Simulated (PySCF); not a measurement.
Molecule: SMILES [n-]1c(F)ccc1, [C₄H₃FN]-.

Numbering as in the mapped SMILES `[F:1][c:2]1[cH:3][cH:4][cH:5][n-:6]1` (H(Xn): hydrogen on atom n).

Geometry PBE0-D3(BJ)/def2-SVP throughout; GIAO in PySCF 2.14, gas phase, one conformer, non-relativistic; equivalent atoms averaged; functional PBE0.

For orientation, pcSseg-2 gives these absolute shieldings σ: F1 319.4, C2 14.6, C5 63.9, C4 80.3, C3 105.2, N6 -4.5, H(C5) 25.20, H(C4) 25.52, H(C3) 26.27 ppm.

A run gave: F1 339.3, C2 45.1, C5 86.6, C4 100.2, C3 121.4, N6 30.9, H(C5) 25.80, H(C4) 26.12, H(C3) 26.86 ppm (absolute shieldings σ).

Question: Which basis set was used in that run?
A. 6-31G*
B. STO-3G
C. cc-pVDZ
D. 6-311+G(2d,p)
E. pcSseg-0

Answer: C. H(C5) tells them apart best: cc-pVDZ gives 25.80, pcSseg-0 gives 27.27, 6-311+G(2d,p) gives 25.40, 6-31G* gives 26.64, STO-3G gives 28.62 ppm.
